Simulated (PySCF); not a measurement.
Delta-SCF ions had no search for a lower state. 

Species: H₄Si, SMILES `[SiH4]` (charge 0, multiplicity 1).

Give the HOMO, vertical ionisation energy (Delta-SCF) and LUMO at the level PySCF with PBE0-D3(BJ)/def2-TZVP.


The HOMO is -9.86 eV and the vertical ionisation energy (Delta-SCF) is 12.43 eV. The LUMO is 1.07 eV.
